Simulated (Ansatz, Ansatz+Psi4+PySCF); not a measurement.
Two shapes of singlet CH₄.

Shape 1:

```xyz
5

C     0.0000    0.0000    0.0000
H     0.6291    0.6291    0.6291
H    -0.6291   -0.6291    0.6291
H     0.6291   -0.6291   -0.6291
H    -0.6291    0.6291   -0.6291
```

Shape 2:

```xyz
5

C     0.0000    0.0000    0.0000
H     0.6002    0.6002    0.6002
H    -0.6002   -0.6002    0.6002
H     0.6002   -0.6002   -0.6002
H    -0.6002    0.6002   -0.6002
```

Basis set: cc-pVTZ (spherical functions). Frozen core: 1 orbital. Charge 0, multiplicity 1.

Computed with Ansatz (development build ahead of 0.2.0) and Psi4 1.11; each method stands on the lowest determinant of its kind that the runs found.

Task: Which shape is lower in energy, and by how much in each method?

Result:

| method | E(2) − E(1) (eV) |
| --- | --- |
| RHF | 0.139 |
| RHF-MP2 | 0.158 |
| RHF-CCSD(T) | 0.182 |

Shape 1 is lower.
